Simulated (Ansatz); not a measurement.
## C₂H₅S, SMILES [CH2]CS: a composite energy at a relaxed geometry, step by step

Computed with Ansatz 0.2.0, Python API.

Input file `c2h5s.xyz`:
```text
8

C    -0.53430    0.25330   -0.78870
C     0.59930    0.11810    0.07220
S     0.02840   -0.22810    1.74500
H    -1.24320    1.07700   -0.58870
H    -0.66140   -0.26360   -1.74520
H     1.21470    1.04300    0.06420
H     1.24260   -0.70900   -0.28120
H    -0.55380   -1.34780    1.46650
```

Run as a notebook:

In [1]:
```python
import ansatz as az
import numpy as np

c2h5s = az.Crystal.molecule_from_extxyz("c2h5s.xyz")
```

In [2]:
```python
calc = c2h5s.calculation()
calc = calc.basis(gaussian="def2-SVP")
calc = calc.functional("pbe0").spin("collinear", total=1)
calc = calc.accuracy("medium")
calc = calc.scf(lower_state_search="light")
symbols = [site.symbol for site in c2h5s.cartesian_sites]
start = np.array([site.position_ang for site in c2h5s.cartesian_sites], dtype=float)
report = calc.relax(force_tolerance=0.01, max_steps=100).run().report
end = np.array(report["positions_ang"])
print("final positions (A) and the move of each atom")
for symbol, xyz, old in zip(symbols, end, start):
    print(f"{symbol:2s} {xyz[0]:10.5f} {xyz[1]:10.5f} {xyz[2]:10.5f}   {np.linalg.norm(xyz - old):7.4f}")
```
```text
final positions (A) and the move of each atom
C    -0.51188    0.34465   -0.88099    0.1318
C     0.61487    0.14576    0.04259    0.0434
S     0.05685   -0.30082    1.75603    0.0789
H    -1.13616    1.23778   -0.79827    0.2850
H    -0.88005   -0.48133   -1.49561    0.3969
H     1.18379    1.07400    0.21020    0.1524
H     1.32091   -0.62292   -0.30244    0.1183
H    -0.55604   -1.45421    1.41259    0.1193
```

In [3]:
```python
minimum = az.Crystal.molecule()
for symbol, place in zip(symbols, end):
    minimum = minimum.atom(symbol, place.tolist())
at_minimum = minimum.calculation().spin("collinear", total=1)
level = lambda method, basis: at_minimum.basis(gaussian=basis).correlation(method).run().report
small, large, cluster = level("mp2", "cc-pVDZ"), level("mp2", "cc-pVTZ"), level("ccsd_t", "cc-pVDZ")
corr = lambda each: (each["free_energy_ev"] - each["reference_energy_ev"]) / 27.211386246
mp2_limit = (27 * corr(large) - 8 * corr(small)) / 19
pieces = {"HF / cc-pVTZ": large["reference_energy_ev"] / 27.211386246, "MP2 correlation, DZ-TZ limit": mp2_limit, "CCSD(T) - MP2 / cc-pVDZ": corr(cluster) - corr(small)}
for name, value in pieces.items():
    print(f"{name:32s} {value:14.6f} Ha")
print(f"{'sum':32s} {sum(pieces.values()):14.6f} Ha")
print("T1 diagnostic", round(cluster["correlation"]["coupled_cluster"]["t1_diagnostic"], 4))
```
```text
HF / cc-pVTZ                        -476.172663 Ha
MP2 correlation, DZ-TZ limit          -0.543217 Ha
CCSD(T) - MP2 / cc-pVDZ               -0.060214 Ha
sum                                 -476.776093 Ha
T1 diagnostic 0.0117
```

Reading the output:
- The settings weren't tested for convergence.
- The sum leaves out core correlation, relativity, the Hartree-Fock basis error and zero-point energy; a DZ-TZ extrapolation is rough.
- The species is open-shell (spin multiplicity 2).
- Inner cores stay frozen, so this is valence correlation.
- For Al to Cl the sets with a tight d function, cc-pV(X+d)Z, are usual.
- Hardware and time: 40 s on 1 thread of Arm Neoverse V2 (shared host), peak memory 0.42 GiB.

(Lines on the test bed's own set-up are left out of the output.)
